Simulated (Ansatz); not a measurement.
# CH₄AlO+ (SMILES [CH2+][O][AlH2]): one structure at several levels

One table from this session's results is given with a row withheld; the runs are named, their logs left out.

Computed with Ansatz 0.2.0, Gaussian basis. Level: single points in def2-TZVPP.

Correlated methods freeze the cores.

### The system as given

SMILES `[CH2+][O][AlH2]`, 7 atoms, charge 1, spin multiplicity 1.

Atoms are counted from 1 here; the program's logs count them from 0.

Bond lengths: C1–O2 1.303 Å, C1–H4 0.966 Å, O2–Al3 1.714 Å, Al3–H6 1.608 Å, Al3–H7 1.419 Å. Angles: O2–C1–H4 125.7°, C1–O2–Al3 174.4°, O2–Al3–H6 110.0°, O2–Al3–H7 104.5°, H6–Al3–H7 143.9°.

Coordinates:

| atom | x (Å) | y (Å) | z (Å) |
| --- | --- | --- | --- |
| C1 | -1.2369 | 0.1917 | -0.7564 |
| O2 | -0.1034 | 0.0239 | -0.1353 |
| Al3 | 1.3303 | -0.3469 | 0.7277 |
| H4 | -1.5155 | -0.2712 | -1.5566 |
| H5 | -2.0605 | 1.1900 | -0.2717 |
| H6 | 1.6552 | 0.8211 | 1.7848 |
| H7 | 1.8839 | -1.4563 | 0.0382 |

Set-up of the first run:

run/in.yaml

```yaml
crystal:
  periodic: [false, false, false]
  atoms:
    - {symbol: C, position_ang: [-1.236900, 0.191700, -0.756400]}
    - {symbol: O, position_ang: [-0.103400, 0.023900, -0.135300]}
    - {symbol: Al, position_ang: [1.330300, -0.346900, 0.727700]}
    - {symbol: H, position_ang: [-1.515500, -0.271200, -1.556600]}
    - {symbol: H, position_ang: [-2.060500, 1.190000, -0.271700]}
    - {symbol: H, position_ang: [1.655200, 0.821100, 1.784800]}
    - {symbol: H, position_ang: [1.883900, -1.456300, 0.038200]}
basis:
  gaussian: {orbitals: def2-TZVPP}
total_charge: 1
correlation: {method: ccsd_t}
output: {forces: true}
```

The command line of these runs was not kept.

Among the steps run: CCSD(T)/def2-TZVPP; PBE0-D4/def2-TZVPP; wB97M-V/def2-TZVPP; r2SCAN-D4/def2-TZVPP; PBE-D4/def2-TZVPP; LC-wPBE/def2-TZVPP; BLYP-D4/def2-TZVPP.

One table of the session follows, with a row left open; its other results are not shown here.

```
   method  RMS force component (eV/Å)  angle to CCSD(T) forces (°)
  CCSD(T)                       3.605                    reference
  PBE0-D4                           ?                            ?
  wB97M-V                       3.672                          1.7
r2SCAN-D4                       3.625                          1.5
   PBE-D4                       3.577                          2.2
  LC-wPBE                       3.797                          2.3
  BLYP-D4                       3.478                          2.0
```

Q: Estimate the row for PBE0-D4 from the others.

**Answer.** RMS force component (eV/Å): 3.730; angle to CCSD(T) forces (°): 2.5. In the column «RMS force component (eV/Å)» it lies between wB97M-V (3.672) and LC-wPBE (3.797).
